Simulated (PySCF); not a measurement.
**Dipole moment and polarisability of ethyl chloride**

Ethyl chloride, C₂H₅Cl.
Cartesian coordinates in Å at the PBE0-D3(BJ)/def2-SVP level; atoms count from 1:
```
atom  x, y, z in Å
C1    -0.7382    0.1718   -0.0028
C2     0.7535   -0.0534    0.0233
Cl3    1.6359    1.4272    0.5134
H4    -1.1112    0.4622    0.9902
H5    -1.0052    0.9664   -0.7146
H6    -1.2522   -0.7536   -0.3085
H7     1.1420   -0.3363   -0.9650
H8     1.0367   -0.8382    0.7386
```

Level: CAM-B3LYP/def2-SVPD (PySCF), static field, nuclei fixed, core orbitals frozen in the response. The polarisability tensor in these axes (au):

```
x   44.33  4.98  1.97
y    4.98 42.85  2.25
z    1.97  2.25 37.03
```

What are the eigenvalues, a third of the trace, and Δα (Δα² = ½Σ(αi − αj)² over the three pairs)?

Principal values 36.24, 38.63 and 49.34 au; mean 41.40 au = 6.14 Å³ = 6.83 × 10⁻⁴⁰ C²·m²/J; Δα = 12.09 au (29 % of the mean).

What is the dipole moment, and where does it point?

(-1.24, -1.70, -0.58) D, 2.18 D in size, pointing from the negative to the positive side. Measured along this direction, the outermost atoms are Cl3 at the negative end and H6 at the positive end.

What depolarisation ratio follows for Rayleigh scattering of linearly polarised light, taking the static tensor?

ρ = 3Δα²/(45ᾱ² + 4Δα²) = 438.2/(77139 + 584.3) = 0.00564.

What would n − 1 = 2πNα be for an ideal gas of these molecules at 273.15 K and 1 atm, electronic part alone?

N = p/kT = 2.6868 × 10¹⁹ cm⁻³, so n − 1 = 2π × N × 6.14 × 10⁻²⁴ cm³ = 1036 × 10⁻⁶ at long wavelengths.

Molar refractivity from α?

Lorentz–Lorenz: R = (4π/3)N_A α = 2.5225 cm³/(mol·Å³) × 6.14 Å³ = 15.5 cm³/mol, in the limit of long wavelengths.

Isolated species at its PBE0-D3(BJ)/def2-SVP geometry, gas phase.
